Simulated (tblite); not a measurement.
`C#CP(C)(C)=O`. Structure optimised with GFN2-xTB, isolated species.

```
atom  x, y, z in Å
C1     2.0052    1.7041    0.7434
C2     1.1670    1.0200    0.2229
P3    -0.0120    0.0308   -0.6682
C4    -1.6205    0.5320    0.0453
C5     0.3204   -1.6628   -0.0607
O6     0.0694    0.1741   -2.1250
H7     2.7270    2.3009    1.2222
H8    -1.6292    0.4437    1.1270
H9    -1.8100    1.5637   -0.2446
H10   -2.3923   -0.1005   -0.3905
H11    1.3127   -1.9518   -0.4024
H12   -0.4125   -2.3318   -0.5092
H13    0.2704   -1.7218    1.0221
```

(1) What is the longest distance between nuclei?

(2) Where is the centre of mass (commonest isotopes), and what is the radius of gyration?

(3) What is the repulsion energy of the bare nuclei, Σ ZA·ZB/RAB?

(4) What are the angles C2–P3–C4, C2–P3–C5, P3–C4–H10, H9–C4–H10, P3–C5–H11?

(5) Write the matrix of distances between heavy atoms (Å, lower triangle).

Results:

(1) H7···H10, 5.88 Å; the next longest distance is 5.86 Å.

(2) Mass 102.023 u; centre at (0.208, 0.206, -0.406) Å; Rg = √(Σ m r²/M) = 1.702 Å. As Ia + Ib + Ic = 2 Σ m r², the three principal moments sum to 591.2 u·Å².

(3) 291.78 Eh over 78 pairs, with full nuclear charges and distances in bohr; the largest single term is 43.31 Eh (P3 with O6).

(4) From the scalar product of the two bond vectors; for C2–P3–C4 it is -0.7648 Å² over 1.7784 × 1.8296 Å², cos θ = -0.2351. C2–P3–C4 103.6°; C2–P3–C5 103.2°; P3–C4–H10 107.9°; H9–C4–H10 108.7°; P3–C5–H11 107.9°.

(5) 
```
C1    0.000
C2    1.201  0.000
P3    2.977  1.778  0.000
C4    3.874  2.835  1.830  0.000
C5    3.850  2.827  1.830  2.932  0.000
O6    3.784  2.726  1.466  2.774  2.775  0.000
```

Its GFN2-xTB frequencies are all real (lowest 113 cm⁻¹).

The numbers are calculated, not measured.
